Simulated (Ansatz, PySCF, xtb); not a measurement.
Pair of molecules: CH2O (SMILES C=O) (first 4 atoms) with CH2O (SMILES C=O); geometry from A24 set.
(charge 0, multiplicity 1):
```xyz
8

C      0.0000     0.6012    -1.3538
O      0.0000    -0.5930    -1.5521
H      0.9354     1.1743    -1.2652
H     -0.9354     1.1743    -1.2652
C      0.0000    -0.6020     1.5523
O      0.0000     0.5924     1.3551
H      0.0000    -1.0094     2.5752
H      0.0000    -1.3200     0.7169
```

Counterpoise-corrected where a basis set is named; no monomer relaxation.

Cores are frozen in the correlated methods.

Run with Ansatz (Gaussian basis) for Hartree–Fock, density functionals and correlated methods; PySCF for the dispersion terms; xtb for the GFN methods. 

Task: One of these levels gives -4.53 kcal/mol for the interaction energy. Name it.
A) CCSD(T)/aug-cc-pVDZ
B) revPBE-D4/def2-TZVPPD
C) GFN1-xTB

Result: B, revPBE-D4/def2-TZVPPD. The others give -5.27 (GFN1-xTB), -3.66 (CCSD(T)/aug-cc-pVDZ)

Ansatz is an electronic-structure program.
